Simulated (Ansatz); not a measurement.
Basis sets over 12 cases of the atomisation energy at HF with Ansatz (Al to Cl present), each against its own reference: (a) the value in aug-cc-pV5Z; (b) the value in aug-pcseg-3; (c) the value in def2-QZVPPD; (d) the value in pcseg-4 (pcseg sets are built for DFT). By their distance from other large sets or by the extrapolation step the references are unsure by up to roughly 0.92 kcal/mol. B3LYP-D3(BJ)/def2-TZVP geometries; electronic energies; unrestricted open shells; no added dispersion term; no relativity. Cartesian d functions in some cases of 6-311+G**. (X+d) sets on Al to Cl for cc-pVXZ and aug-cc-pVXZ. 

Cases are drawn at random; left out are references unsure by over 1.3 kcal/mol, doubtful singlets, and cases whose largest runs show a restricted determinant unstable towards unrestricted orbitals, <S^2> over 0.1 too high or, where CCSD(T) ran, T1 over 0.025 (0.045 for open shells). Sets are drawn from those converged to one state in every case.

Cases (SMILES) and reference values:
- ClB(Cl)Cl → B atom + 3 Cl atom: 244.67 kcal/mol (d)
- [SiH4] (SiH4) → 4 H atom + Si atom: 257.04 kcal/mol (d)
- C(Cl)Cl → C atom + 2 Cl atom + 2 H atom: 262.92 kcal/mol (b)
- [Al]([F])[F] → Al atom + 2 F atom: 205.46 kcal/mol (d)
- Cl[O] (O-Cl) → Cl atom + O atom: 6.50 kcal/mol (d)
- [S+]#[C-] (C-S) → C atom + S atom: 97.48 kcal/mol (a)
- ClC (CH3-Cl) → C atom + Cl atom + 3 H atom: 297.07 kcal/mol (d)
- [SiH3][CH2] (CH2-SiH3) → C atom + 5 H atom + Si atom: 408.43 kcal/mol (c)
- ClO (OH-Cl) → Cl atom + H atom + O atom: 78.83 kcal/mol (b)
- Cl[Si] (Si-Cl) → Cl atom + Si atom: 71.31 kcal/mol (d)
- [SiH]=O (O-SiH) → H atom + O atom + Si atom: 130.61 kcal/mol (b)
- FS(=O)F → 2 F atom + O atom + S atom: 150.39 kcal/mol (d)

| basis | functions over def2-SVP (largest species, mean of cases) | mean signed deviation (kcal/mol) | mean absolute | largest | within 4 kcal/mol |
|---|---|---|---|---|---|
| pcseg-0 | 0.7 | -51.67 | 51.67 | 165.73 | 0 of 12 |
| cc-pVDZ | 1.1 | -9.95 | 9.95 | 36.71 | 2 of 12 |
| aug-pcseg-1 | 1.6 | -6.07 | 6.07 | 31.61 | 7 of 12 |
| 6-311+G** | 1.6 | -9.60 | 9.60 | 46.14 | 3 of 12 |
| def2-TZVP | 2.0 | -1.68 | 1.68 | 5.10 | 11 of 12 |
| jun-cc-pV(T+d)Z | 2.7 | -1.40 | 1.40 | 4.33 | 10 of 12 |
| aug-pcseg-2 | 3.2 | -0.37 | 0.70 | 3.63 | 12 of 12 |
| cc-pVQZ | 4.0 | -0.48 | 0.48 | 1.76 | 12 of 12 |
| pcseg-3 | 4.2 | 0.11 | 0.17 | 0.50 | 12 of 12 |
| def2-QZVP | 4.3 | -0.52 | 0.52 | 1.83 | 12 of 12 |

Of the sets for which every case ran a larger relative (same family, alike in diffuse functions), none listed holds all cases within 4 kcal/mol together with them. Inside, though some case ran no larger relative to test it: aug-pcseg-2, cc-pVQZ, pcseg-3, def2-QZVP. Largest deviations of relatives not listed, over the cases that ran them: aug-pcseg-3 0.28, cc-pV5Z 1.04, pcseg-4 0.11 kcal/mol. A case lies within its reference's uncertainty of the window's edge in cc-pVDZ, aug-pcseg-1, 6-311+G**, jun-cc-pV(T+d)Z, aug-pcseg-2. These figures hold for the cases listed.

Ansatz is a program for electronic structure.
